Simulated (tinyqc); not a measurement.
MP2 on RHF in the sto-3g basis, for H2O, spin multiplicity 1, step by step. One step of it, computed by the program tinyqc.

Task: Second-order Moller-Plesset energy. E2 = sum_ijab (ia|jb) [2 (ia|jb) - (ib|ja)] / (e_i + e_j - e_a - e_b) over occupied i, j and virtual a, b; the opposite-spin part is (ia|jb)^2 / denominator, the rest is same-spin, and SCS-MP2 scales them by 6/5 and 1/3.

orbital energies (hartree): MO1 -20.242070, MO2 -1.248194, MO3 -0.604004, MO4 -0.442063, MO5 -0.387051, MO6 0.566148, MO7 0.710113

Two-electron integrals over orbitals (pq|rs), unique and non-zero (hartree):
```
(11|11) 4.745031    (21|11) -0.419579   (21|21) 0.058860    (22|11) 1.007181
(22|21) -0.013612   (22|22) 0.724602    (31|31) 0.010735    (32|31) 0.017373
(32|32) 0.141614    (33|11) 0.787582    (33|21) -0.004447   (33|22) 0.636112
(33|33) 0.622044    (41|11) 0.177004    (41|21) -0.022087   (41|22) 0.014928
(41|33) 0.006137    (41|41) 0.026974    (42|11) -0.132037   (42|21) 0.008825
(42|22) -0.003085   (42|33) 0.006384    (42|41) 0.019278    (42|42) 0.126483
(43|31) -0.003049   (43|32) 0.022813    (43|43) 0.048428    (44|11) 0.989982
(44|21) -0.012995   (44|22) 0.675096    (44|33) 0.590497    (44|41) -0.010938
(44|42) -0.103694   (44|44) 0.768494    (51|51) 0.026026    (52|51) 0.032650
(52|52) 0.145869    (53|53) 0.028040    (54|51) -0.012915   (54|52) -0.045688
(54|54) 0.054008    (55|11) 1.115341    (55|21) -0.011803   (55|22) 0.748517
(55|33) 0.620913    (55|41) 0.004936    (55|42) -0.070881   (55|44) 0.722886
(55|55) 0.880159    (61|11) -0.230958   (61|21) 0.034705    (61|22) -0.001503
(61|33) 0.000166    (61|41) 0.000191    (61|42) 0.020293    (61|44) -0.018261
(61|55) -0.006092   (61|61) 0.029841    (62|11) 0.299556    (62|21) -0.006673
(62|22) 0.139950    (62|33) 0.071996    (62|41) 0.018478    (62|42) 0.023439
(62|44) 0.084354    (62|55) 0.155255    (62|61) 0.007065    (62|62) 0.099752
(63|31) 0.002881    (63|32) -0.041857   (63|43) -0.031285   (63|63) 0.074102
(64|11) 0.228268    (64|21) -0.002431   (64|22) 0.101926    (64|33) 0.043676
(64|41) 0.002512    (64|42) -0.032425   (64|44) 0.123485    (64|55) 0.122382
(64|61) -0.000264   (64|62) 0.062101    (64|64) 0.073082    (65|51) 0.015305
(65|52) 0.057959    (65|54) -0.000131   (65|65) 0.037619    (66|11) 0.791273
(66|21) -0.007065   (66|22) 0.605746    (66|33) 0.564730    (66|41) 0.020413
(66|42) 0.057141    (66|44) 0.545969    (66|55) 0.583549    (66|61) 0.008280
(66|62) 0.093891    (66|64) 0.045791    (66|66) 0.591173    (71|31) 0.015073
(71|32) 0.022892    (71|43) -0.004424   (71|63) 0.003527    (71|71) 0.021213
(72|31) 0.014126    (72|32) 0.044367    (72|43) -0.032548   (72|63) 0.034001
(72|71) 0.018807    (72|72) 0.063611    (73|11) 0.365187    (73|21) -0.007334
(73|22) 0.145841    (73|33) 0.090077    (73|41) -0.000625   (73|42) -0.075139
(73|44) 0.158404    (73|55) 0.193432    (73|61) -0.006580   (73|62) 0.075622
(73|64) 0.082078    (73|66) 0.039121    (73|73) 0.153194    (74|31) -0.009142
(74|32) -0.075397   (74|43) -0.000904   (74|63) 0.047250    (74|71) -0.012676
(74|72) -0.017218   (74|74) 0.068347    (75|53) 0.023813    (75|75) 0.024780
(76|31) 0.008920    (76|32) 0.097202    (76|43) 0.051226    (76|63) -0.067357
(76|71) 0.011993    (76|72) -0.007598   (76|74) -0.058174   (76|76) 0.116217
(77|11) 0.866434    (77|21) -0.009426   (77|22) 0.621110    (77|33) 0.603735
(77|41) 0.003969    (77|42) -0.016285   (77|44) 0.603677    (77|55) 0.623195
(77|61) -0.004978   (77|62) 0.067795    (77|64) 0.044313    (77|66) 0.561336
(77|73) 0.096581    (77|77) 0.615461
```

Hartree-Fock energy = -74.96353987 hartree

Give: Terms; Pair energies; MP2 correlation energy; SCS-MP2 correlation energy; MP2 total energy.

Result:

Terms:
```
i  j  a  b    (ia|jb)    (ib|ja)  denominator       term
3  3  7  7     0.1532     0.1532      -2.6282    -0.0089
3  4  7  6     0.0821     0.0473      -2.3223    -0.0041
4  3  6  7     0.0821     0.0473      -2.3223    -0.0041
2  3  6  7     0.0756     0.0340      -3.1285    -0.0028
3  2  7  6     0.0756     0.0340      -3.1285    -0.0028
2  2  6  6     0.0998     0.0998      -3.6287    -0.0027
4  4  6  6     0.0731     0.0731      -2.0164    -0.0026
3  3  6  6     0.0741     0.0741      -2.3403    -0.0023
4  4  7  7     0.0683     0.0683      -2.3044    -0.0020
2  4  6  6     0.0621     0.0621      -2.8226    -0.0014
4  2  6  6     0.0621     0.0621      -2.8226    -0.0014
2  2  7  7     0.0636     0.0636      -3.9166    -0.0010
5  5  6  6     0.0376     0.0376      -1.9064    -0.0007
5  5  7  7     0.0248     0.0248      -2.1943  -2.80e-04
3  4  6  7     0.0473     0.0821      -2.3223  -2.53e-04
4  3  7  6     0.0473     0.0821      -2.3223  -2.53e-04
2  4  7  7    -0.0172    -0.0172      -3.1105  -9.53e-05
4  2  7  7    -0.0172    -0.0172      -3.1105  -9.53e-05
2  3  7  6     0.0340     0.0756      -3.1285   8.28e-05
3  2  6  7     0.0340     0.0756      -3.1285   8.28e-05
1  1  6  6     0.0298     0.0298     -41.6164  -2.14e-05
2  1  7  7     0.0188     0.0188     -22.9105  -1.54e-05
1  2  7  7     0.0188     0.0188     -22.9105  -1.54e-05
1  1  7  7     0.0212     0.0212     -41.9044  -1.07e-05
4  1  7  7    -0.0127    -0.0127     -22.1044  -7.27e-06
1  4  7  7    -0.0127    -0.0127     -22.1044  -7.27e-06
3  1  7  6    -0.0066     0.0035     -22.1223  -4.96e-06
1  3  6  7    -0.0066     0.0035     -22.1223  -4.96e-06
1  2  6  6     0.0071     0.0071     -22.6226  -2.21e-06
2  1  6  6     0.0071     0.0071     -22.6226  -2.21e-06
3  1  6  7     0.0035    -0.0066     -22.1223  -2.17e-06
1  3  7  6     0.0035    -0.0066     -22.1223  -2.17e-06
4  1  6  6  -2.64e-04  -2.64e-04     -21.8164  -3.19e-09
1  4  6  6  -2.64e-04  -2.64e-04     -21.8164  -3.19e-09
```

Pair energies (hartree; pair i-j sums ij and ji):
```
pair  opposite spin  same spin
1-1       -3.21e-05     0.0000
2-1       -3.53e-05     0.0000
2-2         -0.0038     0.0000
3-1       -5.04e-06  -9.24e-06
3-2         -0.0044    -0.0011
3-3         -0.0113     0.0000
4-1       -1.45e-05     0.0000
4-2         -0.0029     0.0000
4-3         -0.0077    -0.0010
4-4         -0.0047     0.0000
5-5         -0.0010     0.0000
```

MP2 correlation energy = -0.038040 hartree

SCS-MP2 correlation energy = -0.043775 hartree

MP2 total energy = -75.001580 hartree
